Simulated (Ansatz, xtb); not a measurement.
## CH6B2: which of two isomers lies lower

Structure I is `BBC`, a singlet and structure II is `BCB`, a singlet. Both are isolated molecules in the gas phase, relaxed with PBE0-D3(BJ)/def2-SVP; the shapes shown needn't be the lowest conformers.

I (Å):

```yaml
atoms:
  - { symbol: C, position_ang: [-0.7188, -0.0055, -0.1430] }
  - { symbol: B, position_ang: [-2.7719, -2.0386, -0.3973] }
  - { symbol: B, position_ang: [-2.1224, -0.6294, 0.1721] }
  - { symbol: H, position_ang: [-3.4797, -2.0652, -1.3829] }
  - { symbol: H, position_ang: [-2.6112, -3.1024, 0.1639] }
  - { symbol: H, position_ang: [-2.8221, -0.0156, 0.9639] }
  - { symbol: H, position_ang: [-0.1334, -0.0837, 0.7939] }
  - { symbol: H, position_ang: [-0.1387, -0.4829, -0.9447] }
  - { symbol: H, position_ang: [-0.7956, 1.0770, -0.3383] }
```

II (Å):

```xyz
9

C    -1.5006   -0.6261    0.4291
B    -2.6853   -1.6029    0.1840
B    -0.9084   -0.2272   -0.9521
H    -3.6520   -1.2345   -0.4440
H    -2.6599   -2.7403    0.5960
H    -0.7661   -0.9628    1.1707
H    -2.0213    0.3048    0.7435
H     0.2300   -0.5051   -1.2536
H    -1.5954    0.3594   -1.7573
```

Which of the two would you expect CCSD(T)/def2-TZVP electronic energies to favour?

Structure II; the calculation gives E(II) − E(I) = −25.8 kJ/mol.

Level by level:

```
               level              geometry  E(II) − E(I) (kJ/mol)  departure from the last row (kJ/mol)  job, with rough time for the two
            GFN2-xTB              GFN2-xTB                   −43.6                                 −17.7              optimisation, 0.42 s
           HF/STO-3G              GFN2-xTB                   −23.7                                  +2.1              single point, 0.51 s
  r2SCAN-D4/def2-SVP              GFN2-xTB                   −17.8                                  +8.1               single point, 3.7 s
PBE0-D3(BJ)/def2-SVP  PBE0-D3(BJ)/def2-SVP                   −20.6                                  +5.3               optimisation, 2 min
        HF/def2-TZVP  PBE0-D3(BJ)/def2-SVP                   −23.4                                  +2.5           part of the CCSD(T) run
       MP2/def2-TZVP  PBE0-D3(BJ)/def2-SVP                   −31.8                                  −6.0           part of the CCSD(T) run
   CCSD(T)/def2-TZVP  PBE0-D3(BJ)/def2-SVP                   −25.8                                                      single point, 46 s
```

As drawn, II has 1 C–B, 1 B–H in place of 1 B–B, 1 C–H.

The levels shown agree on the order. The largest departure from CCSD(T)/def2-TZVP is that of GFN2-xTB, 17.7 kJ/mol.

With harmonic frequencies from PBE0-D3(BJ)/def2-SVP (ideal gas, rigid rotor, one conformer each, 1000 K, 1 atm): on the last row, ΔE + ΔZPE = −26.2, ΔH = −27.8, ΔG = −16.6 kJ/mol.

The correlated steps freeze 3 core orbitals. Mirror images aren't counted in ΔG. Run with Ansatz 0.2.0, xtb 6.7.1; the last row on 1 thread of Intel(R) Xeon(R) Processor @ 2.50GHz (Skylake/Cascade Lake) on a shared host.
